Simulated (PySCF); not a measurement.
**Spin states of AlO**

Unrestricted PBE0; Al def2-TZVPP, O def2-TZVPP; no relativity (PySCF 2.14). Outer shells of the fragments: Al 3s2 3p1; O 2s2 2p4.

Followed along the bond (rough minima from three points):

| 2Ms+1 | unpaired | ⟨S²⟩ at the start | R at minimum (Å) | Te (eV) |
| --- | --- | --- | --- | --- |
| 2 | σ ↑ | 0.77 | 1.62 | 0.00 |
| 2 | π ↑ | 0.75 | 1.78 | 0.53 |
| 4 | σ ↑, π ↑↑ | 3.76 | 1.79 | 3.26 |

Solutions found at the starting distance of 1.795 Å, counted from the lowest of them; the search is not exhaustive and high or unbound solutions are not listed, so other states can lie among these:

| 2Ms+1 | unpaired | term | E (eV) | ⟨S²⟩ | ⟨Lz²⟩ | μ (D) |
| --- | --- | --- | --- | --- | --- | --- |
| 2 | σ ↑ | ²Σ⁺ | 0.00 | 0.77 | 0.00 | -4.20 |
| 2 | π ↑ | ²Π | 0.17 | 0.75 | 1.01 | -1.43 |
| 4 | σ ↑, π ↑↑ | mixed | 2.89 | 3.76 | 2.01 | -1.71 |
| 4 | σ ↑, π ↑↑ | mixed | 3.10 | 3.76 | 2.01 | -1.62 |
| 2 | π ↑ | mixed | 3.79 | 1.31 | 1.00 | -3.43 |
| 4 | σ ↑↑, π ↑ | ⁴Π | 5.21 | 3.75 | 1.01 | -1.31 |
| 4 | π ↑↑↑ | ⁴Π | 6.19 | 3.77 | 1.01 | 3.35 |

A term symbol is given only where ⟨S²⟩ and ⟨Lz²⟩ are close to those of a pure state; real π, δ and φ orbitals otherwise mix terms. A positive dipole means Al(−)O(+).

**Question.** Compare the gap between the two lowest followed solutions at the starting distance with the gap between their minima.

**Answer.** At PBE0 the second solution (doublet, unpaired electrons π ↑) lies +0.17 eV from the first (doublet, unpaired electrons σ ↑) at 1.795 Å and +0.53 eV at the minima; the two curves relax by different amounts, since their minima lie near 1.78 and 1.62 Å.

Counting both spins, an empty level lies below a filled one in some of these solutions, because spin and occupation are held.
